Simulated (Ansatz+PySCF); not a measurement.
Values are calculated unless marked as measured or tabulated.
Input for PySCF 2.14.0:

```python
from pyscf import gto, scf, cc

mol = gto.M(atom="""
C 0.000000 0.000000 0.000000
C 1.048680 0.000000 1.584380
C -1.048680 0.000000 1.584380
""", basis='6-31g', charge=1, spin=1)
mf = scf.UHF(mol)
mf.kernel()
mycc = cc.CCSD(mf, frozen=3).run()
et = mycc.ccsd_t()
print(mf.e_tot, mycc.e_corr, et, mycc.e_tot + et)
```

The script is written out from the run's settings.

Results

```yaml
Converged: yes
Reference_energy: -112.62112 hartree
CCSD_correlation_energy: -0.32288 hartree
Triples_correction: -0.04127 hartree
Total_energy: -112.98527 hartree
Spin_squared_of_the_determinant: 0.974
```

The reference isn't the lowest determinant (another lies 3.07 eV lower), but the same method gives a higher total on the lower determinant. Caution: large share of triples, a single reference is doubtful; the unrestricted determinant is spin contaminated; another reference gives a lower total.
